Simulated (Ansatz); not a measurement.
```yaml
crystal:
  periodic: [false, false, false]
  atoms:
    - {symbol: O, position_ang: [1.035555, 0.615451, 0.636797]}
    - {symbol: B, position_ang: [0.120859, 0.071677, 0.074303]}
    - {symbol: Cl, position_ang: [-1.156414, -0.687118, -0.711100]}
basis:
  gaussian: {orbitals: aug-pcseg-2}
hamiltonian: {xc: {name: HF}}
correlation: {active_space: {window: {electrons: 40, orbitals: 30}}}
output: {forces: true}
```

```sh
$ ansatz run in.yaml --threads 2 --pin off --events-out ev --progress --plain --max-ram 32768MiB --backend cpu
```

Task: How does Ansatz answer? (Best estimate.)

Result: Computed: The run stopped with an error.
```
Functional definition: HF
934 factors; integrals over basis functions are off by at most 8.3e-4 eV
mean field evaluation 1: about -15212.1309 eV, gradient 4.4e1 eV
mean field evaluation 2: about -15212.1328 eV, gradient 4.4e1 eV
mean field evaluation 4: about -15215.9965 eV, gradient 2.6e0 eV
mean field evaluation 8: about -15216.0342 eV, gradient 2.4e-1 eV
mean field -15216.03441668 eV, -559.1789510143 hartree, gradient 1.3e-6 eV, S^2 0.000000; 0 other end points of the search recorded, 0 dependent functions left out
reference -15216.03441668 eV, -559.1789510143 hartree; 15, 15 occupied and 127, 127 virtual orbitals, 934 factors
Error: 40 electrons in 30 orbitals form no window around the highest filled level of the reference
```
